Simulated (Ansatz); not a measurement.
Geometry optimisation, RKS B3LYP/def2-SVPD (Ansatz 0.2.0).

Input file:

```yaml
crystal:
  periodic: [false, false, false]
  atoms:
    - { symbol: O, position_ang: [-1.21773, 0.20119, -1.2992] }
    - { symbol: C, position_ang: [-0.20231, 0.56643, -0.6788] }
    - { symbol: Si, position_ang: [0.62578, -0.31441, 0.85334] }
    - { symbol: H, position_ang: [-1.66969, -0.62061, -0.99633] }
    - { symbol: H, position_ang: [-1.1953, 0.95532, -1.9402] }
    - { symbol: H, position_ang: [0.55422, 0.75257, 1.84449] }
    - { symbol: H, position_ang: [1.94193, -0.61026, 0.2979] }
    - { symbol: H, position_ang: [-0.25603, -1.46251, 1.06902] }
total_charge: 1
basis:
  gaussian: { orbitals: def2-SVPD }
hamiltonian:
  xc: b3lyp
relax:
  f_tol: 0.02
  max_steps: 50
```

Launched with:

```bash
$ ansatz run input.yaml --threads 2 --pin off --max-ram 3072MiB --backend cpu --events-out ev --progress --plain --runs-dir out
```

Task: Where does it end, and by what steps?

Result: The run converged. After 8 steps the energy has fallen by 1.261 eV; H5 moved furthest, 0.42 Å.

```
step  energy less start (eV)  largest force component (eV/Å)  accepted
   0                  0.0000                           6.419       yes
   1                 -0.6609                           2.629       yes
   2                 -1.1169                           1.406       yes
   3                 -1.1680                           2.547       yes
   4                 -1.2382                           0.913       yes
   5                 -1.2486                           0.575       yes
   6                 -1.2529                           0.349       yes
   7                 -1.2601                           0.144       yes
   8                 -1.2614                           0.013       yes
```

```xyz
8
Properties=species:S:1:pos:R:3
O -1.125 0.251 -1.253
C 0.019 0.792 -0.688
Si 0.617 -0.282 0.810
H -1.602 -0.575 -0.956
H -1.524 0.713 -2.027
H 0.569 0.676 1.941
H 1.981 -0.693 0.397
H -0.354 -1.415 0.927
```

Time of the run: 19 s on 2 threads of Arm Neoverse V1, with other jobs on the host, peak memory 0.18 GiB.
